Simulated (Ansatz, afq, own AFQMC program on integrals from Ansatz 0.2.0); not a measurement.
# AlH₃ (singlet): AFQMC on the coupled-cluster ladder at distance Al1–H3 = 1.586 Å, cc-pVDZ, part 2 of 2

Ansatz 0.2.0, Gaussian basis, and an in-house AFQMC program (afq) on its integrals; all values are calculated; cc-pVDZ, frozen cores. The steps go on from the part before.

## (14) Phaseless AFQMC, single-determinant trial on RHF

It reads the integrals that the CCSD(T) run on this determinant wrote.

On the command line:

```
$ afq ham --method phaseless --trial hf --walkers 4000 --populations 20 --least-time 40 --time-step 0.005 --steps-per-block 20 --equilibration-blocks 112 --max-blocks 4000 --target-error 0.0007499999999999999 --factor-cut 1e-05 --seed 5368 --taylor-order 6
```

Output:

```text
orbitals 28  electrons 3 3  factors 201 of 308
reference energy -243.63175675 Eh
CCSD correlation -0.10109987 Eh in 8 cycles, weight of the determinant in the CISD state 0.9381
energy of the start -243.631757 Eh
 block  time / (1/Eh)  mean weight  energy / Eh
     1     0.100  1.0003  -243.649455
     2     0.200  1.0005  -243.663526
     3     0.300  1.0007  -243.674691
     4     0.400  1.0005  -243.683861
     5     0.500  1.0004  -243.691327
     6     0.600  1.0005  -243.697903
     7     0.700  1.0003  -243.702824
     8     0.800  1.0004  -243.706097
     9     0.900  1.0002  -243.709781
    10     1.000  1.0001  -243.713126
    13     1.300  1.0003  -243.719653
    17     1.700  0.9999  -243.726228
    21     2.100  0.9999  -243.728212
    25     2.500  1.0001  -243.730054
    29     2.900  0.9999  -243.731957
    33     3.300  1.0000  -243.730473
    37     3.700  1.0000  -243.732242
    41     4.100  0.9997  -243.732278
    45     4.500  0.9999  -243.733162
    49     4.900  1.0000  -243.733068
    53     5.300  0.9997  -243.733004
    57     5.700  0.9999  -243.733143
    61     6.100  0.9998  -243.733180
    65     6.500  1.0000  -243.734136
    69     6.900  1.0003  -243.735392
    73     7.300  0.9999  -243.734655
    77     7.700  0.9998  -243.734091
    81     8.100  1.0001  -243.734764
    85     8.500  0.9999  -243.732921
    89     8.900  1.0001  -243.729961
    93     9.300  1.0000  -243.733253
    97     9.700  0.9999  -243.734978
   101    10.100  1.0001  -243.734758
   105    10.500  1.0000  -243.733587
   109    10.900  0.9999  -243.733689
   113    11.300  1.0000  -243.735806
   117    11.700  0.9999  -243.735750
   121    12.100  1.0001  -243.738551
   125    12.500  1.0001  -243.738772
   129    12.900  0.9998  -243.735867
   133    13.300  0.9999  -243.734528
   137    13.700  0.9998  -243.734140
   141    14.100  1.0001  -243.737513
   145    14.500  0.9999  -243.737885
   149    14.900  1.0003  -243.735765
   153    15.300  0.9998  -243.737042
   157    15.700  1.0001  -243.746154
   161    16.100  0.9998  -243.737208
   165    16.500  0.9998  -243.736128
   169    16.900  1.0000  -243.737863
   173    17.300  1.0001  -243.736680
   177    17.700  1.0002  -243.735489
   181    18.100  1.0001  -243.736088
   185    18.500  1.0002  -243.735897
   189    18.900  1.0000  -243.738869
error from the spread of 20 populations
energy -243.736920 +/- 0.000749 Eh
```

Run time: 16 s. Hardware: 1 × NVIDIA H100 80GB HBM3 with 2 threads of AMD EPYC 7R13 (Zen 3), shared host; peak host memory 1.5 GiB.

Energy -6632.4195 ± 0.0204 eV. Caveats: constraint bias not in the error.

## (15) Free-projection AFQMC, CISD trial on RHF

It reads the integrals that the CCSD(T) run on this determinant wrote.

On the command line:

```
$ afq ham --method free --trial cisd --walkers 4000 --time-step 0.03 --max-blocks 4000 --target-error 0.0003 --factor-cut 1e-05 --seed 411 --times 0,0.3,0.6,1.2,1.8,2.4,3.6,4.8,6 --taylor-order 8
```

Output:

```text
orbitals 28  electrons 3 3  factors 201 of 308
reference energy -243.63175675 Eh
CCSD correlation -0.10109987 Eh in 8 cycles, weight of the determinant in the CISD state 0.9381
repeat  energy at the last time / Eh  error
    10  -243.734355  0.000029
    20  -243.734377  0.000022
    30  -243.734384  0.000020
time / (1/Eh)  energy / Eh  error  mean overlap
  0.00  -243.732860  0.000006  1.0659
  0.30  -243.733515  0.000010  1.0652
  0.60  -243.733857  0.000009  1.0646
  1.20  -243.734162  0.000009  1.0648
  1.80  -243.734265  0.000010  1.0667
  2.40  -243.734310  0.000011  1.0657
  3.60  -243.734386  0.000018  1.0636
  4.80  -243.734363  0.000016  1.0698
  6.00  -243.734385  0.000019  1.0671
energy -243.734385 +/- 0.000019 Eh
```

Run time: 13 s. Hardware: 1 × NVIDIA H100 80GB HBM3 with 2 threads of AMD EPYC 7R13 (Zen 3), shared host; peak host memory 1.5 GiB.

Energy -6632.3505 ± 0.0005 eV. Caveats: remainder of the start not in the error.

## (16) UHF

in.yaml reads:

```yaml
crystal:
  periodic: [false, false, false]
  atoms:
    - {symbol: Al, position_ang: [0.000000, 0.000000, 0.000000]}
    - {symbol: H, position_ang: [1.585776, 0.015051, -0.000083]}
    - {symbol: H, position_ang: [-0.805923, 1.365794, -0.002790]}
    - {symbol: H, position_ang: [-0.779853, -1.380845, 0.002873]}
basis:
  gaussian: {orbitals: cc-pVDZ}
magnetization: {spin_polarized: true, initial_magnetization: 0}
hamiltonian: {xc: hf}
output: {orbitals: {seedname: orbitals}}
```

On the command line:

```
$ ansatz run in.yaml --threads 1 --pin off --events-out ev --progress --plain --max-ram 16896MiB --backend cuda --devices 0, --max-vram 18GiB
```

Output:

```text
Functional definition: HF
  name "HF"
  cite "Fock, Z. Phys. 61, 126 (1930) doi:10.1007/BF01340294"
  parent pbe
  exchange = exact_x
  correlation = 0
308 factors; integrals over basis functions are off by at most 1.0e-3 eV
mean field evaluation 1: about -6629.1797 eV, gradient 5.7e0 eV
mean field evaluation 2: about -6629.1804 eV, gradient 5.7e0 eV
mean field evaluation 4: about -6629.5579 eV, gradient 1.2e-1 eV
mean field evaluation 8: about -6629.5578 eV, gradient 1.5e-5 eV
mean field -6629.55783462 eV, -243.6317567467 hartree, gradient 1.5e-5 eV, S^2 0.000000; 0 other end points of the search recorded, 0 dependent functions left out
reference -6629.55783462 eV, -243.6317567467 hartree; 8, 8 occupied and 25, 25 virtual orbitals, 308 factors
Total energy: -6629.55783462 eV, -243.6317567467 hartree
```

Run time: 1.5 s. Hardware: 1 × NVIDIA H100 80GB HBM3 with 1 thread of AMD EPYC 7R13 (Zen 3), shared host; peak host memory 1.5 GiB.

From the report: ⟨S²⟩ of the determinant 0.000 (pure singlet: 0.00).

## (17) All levels side by side

On the RHF determinant, counted from full CI (exact for this spin and basis):

```
                                                              level  energy (eV)  from full CI (meV)  statistical error (meV)  time
                                                                 HF   -6629.5578             +2792.4                               
                                                                MP2   -6631.6483              +701.9                               
                                                               CCSD   -6632.3089               +41.3                               
                                                            CCSD(T)   -6632.3389               +11.3                               
                                                           CCSDT(Q)   -6632.3500                +0.2                               
                                                             CCSDTQ   -6632.3502                 0.0                               
                                                            full CI   -6632.3502                 0.0                               
              Phaseless AFQMC, CISD trial, step 0.005, 4000 walkers   -6632.3499                +0.3                      0.8  20 s
Phaseless AFQMC, single-determinant trial, step 0.005, 4000 walkers   -6632.4195               -69.3                     20.4  16 s
         Free-projection AFQMC, CISD trial, step 0.03, 4000 walkers   -6632.3505                -0.3                      0.5  13 s
```

The functionals' totals stand on their own zeros and serve differences with other points: PBE -6640.568 eV; r2SCAN -6643.799 eV; PBE0 -6641.409 eV; B3LYP -6645.493 eV; wB97M-V -6643.852 eV; B2PLYP -6641.280 eV.

## (18) What came out

The summary covers parts 1 to 2.

| quantity | value |
| --- | --- |
| CCSD(T) on RHF from full CI | +11.3 meV |
| Phaseless AFQMC, CISD trial on RHF from full CI | +0.3 ± 0.8 meV |
| Phaseless AFQMC, single-determinant trial on RHF from full CI | -69.3 ± 20.4 meV |
| Free-projection AFQMC, CISD trial on RHF from full CI | -0.3 ± 0.5 meV |

**Reading.** On RHF the phaseless walk with the CISD trial lies +0.3 meV from full CI, within three error bars. A single-determinant trial moves the result by -69.6 meV. Free projection has no constraint; at the last time it gives -0.3 ± 0.5 meV. Error bars are statistical and leave out the constraint, the time step and what remains of the start.
